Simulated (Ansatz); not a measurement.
System: hcp Re. Method: PBE (PAW; Ansatz, a quantum-chemistry and plane-wave program).

Numerical settings: plane-wave cutoff 500 eV, 30×30×16 k mesh (along the axes of the cell as run), Fermi–Dirac smearing 0.1 eV, no spin polarisation, scalar-relativistic PAW data made under PBE.

Computed at the level's own relaxed cell.

Q: What does this level give for the equilibrium volume per atom, lattice constant a and lattice parameter c?

A: 
equilibrium volume per atom: 14.96 Å³/atom
lattice constant a: 2.776 Å
lattice parameter c: 4.481 Å

Measured, for comparison: lattice constant a 2.761 Å, lattice parameter c 4.458 Å (293 K, no zero-point or thermal correction; as tabulated in Wikipedia's data pages). Computed (rounded) less measured: lattice constant a +0.5 %, lattice parameter c +0.5 %.

Spin–orbit coupling is not included.

Static lattice: no zero-point or thermal effects.

Cost on a shared machine: roughly 2.2 core-minutes.
